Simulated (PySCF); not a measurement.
**How methods differ on the ionisation energy of Si**

Si [Ne] 3s2 3p2 (3P) → Si+ [Ne] 3s2 3p1 (2P), as a difference of total energies. All numbers are calculated (PySCF 2.14, scalar relativity by spin-free X2C-1e, in cc-pVDZ-DK (4s3p1d, 18 functions)). Correlated levels: valence: [Ne] frozen. The calculations carry no spin-orbit coupling.

```tsv
method	ionisation energy (eV)
UHF	7.632
BP86	8.248
LDA	8.211
MP2 (valence)	7.909
SCS-MP2 (valence)	7.837
CCSD (valence)	7.928
CCSD(T) (valence)	7.938
```

Task: How much does correlation contribute at CCSD(T) (valence)?

Result: 7.938 − (7.632) = 0.306 eV, measured against UHF.

Errors of the correlated levels include the incompleteness of this basis and the frozen core.

For comparison: 8.157 eV (measured; NIST levels, between the centres of gravity of the two terms).
